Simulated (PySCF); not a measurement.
## EPR parameters of [C5H7N]+

Species: C₅H₇N (charge +1 and doublet state).
Atom-mapped SMILES: `[CH2:1]=[N:2][CH+:3][C:4]1[CH2:5][CH2:6]1` (hydrogens: H7, H8 on C1; H9 on C3; H10, H11 on C5; H12, H13 on C6)

Structure used (GFN2-xTB), in Å, numbered top down from 1:
```
atom  x, y, z in Å
C1     2.751    0.288   -0.486
N2     1.662    0.424    0.065
C3     0.558    0.274    0.724
C4    -0.646   -0.015    0.148
C5    -2.057   -0.264    0.341
C6    -1.424   -0.290   -1.043
H7     3.241    1.138   -0.959
H8     3.275   -0.668   -0.525
H9     0.622    0.467    1.793
H10   -2.699    0.564    0.618
H11   -2.369   -1.194    0.801
H12   -1.627    0.518   -1.734
H13   -1.292   -1.240   -1.546
```

The hyperfine couplings belong to this conformer and change with its torsions.

Method used: UKS B3LYP, pcH-1 on C H N, non-relativistic, mean-field spin-orbit, GIAO (PySCF). Geometry: GFN2-xTB, one conformer, isolated ion. A GFN2-xTB geometry isn't a minimum of the functional, and hyperfine couplings can be far from their values at a DFT geometry, by a factor of two or more for some ions and for spin on atoms past the first row. Stability of the SCF solution: not tested.

```
g1, g2, g3        : 2.00187, 2.00220, 2.00350
g_iso             : 2.00252
Form of g         : rhombic: the two nearest values differ by 20 % of g3 − g1
⟨S²⟩              : 0.7621 (exact 0.7500)
α and β electrons : 22, 21
Total energy      : -249.13064 Eh
Basis functions   : 220
```

Isotropic coupling and dipolar principal values T1 to T3, in 10⁻⁴ cm⁻¹ (1 × 10⁻⁴ cm⁻¹ = 2.998 MHz):

```tsv
atom	isotope	a_iso	T1	T2	T3	Mulliken spin population
C1	13C	-10.6	-3.2	0.5	2.8	-0.08
N2	14N	8.3	-7.6	-5.9	13.6	0.40
C3	13C	-9.6	-1.9	-0.4	2.3	0.00
C4	13C	16.9	-15.8	-15.2	31.0	0.56
C5	13C	-5.5	-1.2	0.4	0.7	-0.04
C6	13C	-5.1	-1.0	0.4	0.6	-0.03
H7	1H	36.0	-1.2	-0.8	2.0	0.04
H8	1H	42.4	-1.0	-0.4	1.5	0.06
H9	1H	1.3	-1.8	-0.8	2.6	0.00
H10	1H	21.2	-1.2	-0.8	2.0	0.02
H11	1H	19.9	-1.1	-1.0	2.1	0.02
H12	1H	16.9	-1.1	-0.8	1.9	0.02
H13	1H	19.1	-1.1	-0.8	1.9	0.02
```

The largest Mulliken spin populations are on C4 (+0.56), N2 (+0.40) and C1 (-0.08). The angles at C4 add up to 360.0°, so it is planar.

C4, the radical centre as drawn in `C=N[CH+][C]1CC1`, holds a spin population of +0.56 out of 1.

Axes: g1 points within 9° of the C1–N2 bond and g3 points within 2° of the C4–C6 bond.

Under fast tumbling the dipolar parts average out, and these isotropic splittings remain: 1 × 1H (H8, I = 1/2, 2 lines) with 4.54 mT, 1 × 1H (H7, I = 1/2, 2 lines) with 3.85 mT, 2 × 1H (H10/H11, I = 1/2, 3 lines) with 2.20 mT, 2 × 1H (H12/H13, I = 1/2, 3 lines) with 1.93 mT, 1 × 14N (N2, I = 1, 3 lines) with 0.89 mT and 1 × 1H (H9, I = 1/2, 2 lines) with 0.14 mT.

Class means assume fast exchange of nuclei equivalent by connectivity; if that motion is slow, each nucleus keeps its own coupling. C5 and C6, with what hangs on them, aren't averaged: C4 is flat or nearly so (angle sum 360°), and its turn about the short C4–C3 bond (1.37 Å) is taken as slow. The 1H value of +54.1 MHz is a mean of couplings from 50.8 to 57.4 MHz in this one geometry, not an average over conformers.

The 13C coupling of C4 (50.7 MHz) shows only in satellite lines or after enrichment, since that isotope makes up about 1.07 % of natural carbon.
